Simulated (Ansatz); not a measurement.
**SiH₂ + C₂H₆: a complex and its separated parts**

The complex below is one end of an elementary step. How strongly is it bound against its free parts?

Computed with Ansatz 0.2.0, Gaussian basis. Level: PBE0-D4/def2-TZVP structures, single points in def2-TZVPP, no counterpoise correction.

Levels: SPW92, PBE-D4, BLYP-D4, r2SCAN-D4, B97M-V, PBE0-D4, B3LYP-D4, r2SCAN0-D4, BHLYP-D4, CAM-B3LYP-D4, wB97X-V, wB97M-V, B2PLYP, PBE-QIDH, RPA on PBE, Hartree-Fock, MP2, CCSD, CCSD(T).

Cores are frozen in the correlated methods. B3LYP uses VWN-RPA correlation. B2PLYP carries no dispersion term here.

11 further runs of the same task are left out: 11 set aside as unsound or not needed.

## 1. Starting geometry

The complex: 11 atoms, charge 0, spin multiplicity 1.

Atoms are counted from 1 here; the program's logs count them from 0.

Bond lengths: Si1–H5 1.523 Å, Si1–H6 1.523 Å, C2–C3 1.513 Å, C2–H4 1.128 Å, C2–H7 1.088 Å, C2–H8 1.092 Å, C3–H9 1.093 Å, C3–H10 1.092 Å, C3–H11 1.091 Å. Angles: H5–Si1–H6 92.4°, C3–C2–H4 108.9°, C3–C2–H7 112.7°, C3–C2–H8 113.3°, H4–C2–H7 110.7°, H4–C2–H8 102.3°, H7–C2–H8 108.3°, C2–C3–H9 110.4°, C2–C3–H10 111.6°, C2–C3–H11 111.2°, H9–C3–H10 107.8°, H9–C3–H11 107.8°, H10–C3–H11 108.0°.

As a file:

```xyz
11
C2H8Si
Si   -1.73156    1.45228    0.64188
C     0.42066    0.13909   -0.52251
C     0.49006   -1.34593   -0.24311
H    -0.66062    0.43936   -0.64055
H    -0.72524    2.59452    0.67867
H    -1.08540    0.75843    1.83372
H     0.90405    0.73526    0.24875
H     0.84609    0.41746   -1.48908
H     1.52971   -1.68114   -0.22390
H    -0.03256   -1.92344   -1.00799
H     0.04491   -1.58590    0.72402
```

Its parts: SiH₂ holds atoms 1, 5, 6; C₂H₆ holds atoms 2, 3, 4, 7, 8, 9, 10, 11. Each part counts its atoms afresh in its own runs.

## 2. Relaxing SiH₂ alone

Input file relax-a/in.yaml:

```yaml
crystal:
  periodic: [false, false, false]
  atoms:
    - {symbol: Si, position_ang: [-1.731558, 1.452281, 0.641877]}
    - {symbol: H, position_ang: [-0.725238, 2.594522, 0.678672]}
    - {symbol: H, position_ang: [-1.085396, 0.758425, 1.833724]}
basis:
  gaussian: {orbitals: def2-TZVP}
hamiltonian: {xc: pbe0, dispersion: d4}
relax: {f_tol: 0.005, max_steps: 200}
```

The command line of these runs was not kept.

After this run come: Relaxing C₂H₆ alone; wB97M-V/def2-TZVPP; CCSD(T)/def2-TZVPP; Vibrations of SiH₂; Vibrations of C₂H₆.

What does the calculation give? Wanted: complex less parts, CCSD(T)/def2-TZVPP; with zero-point energy; largest T1 diagnostic.

The runs gave:

| quantity | value |
| --- | --- |
| complex less parts, CCSD(T)/def2-TZVPP | -11.9 kJ/mol |
| with zero-point energy | -4.1 kJ/mol |
| largest T1 diagnostic | 0.014 |

In words: At CCSD(T) the complex lies 11.9 kJ/mol below its parts. B2PLYP is the best functional here (+1.5 kJ/mol from CCSD(T)); SPW92 is the worst (-41.4 kJ/mol). Mean unsigned error by rung: LDA 41.4, GGA 16.5, meta-GGA 13.2, hybrid 10.0, range-separated hybrid 5.0, double hybrid 4.1 kJ/mol. PBE-D4 gives a relative energy 21.5 kJ/mol too low, an error of 180 % of the reference. No counterpoise was applied, and triple zeta lacks some correlation, so the CCSD(T) reference has a basis error of its own, and close matches with it are partly luck. The restricted Hartree–Fock reference is unstable towards an unrestricted one at one or more of these structures.
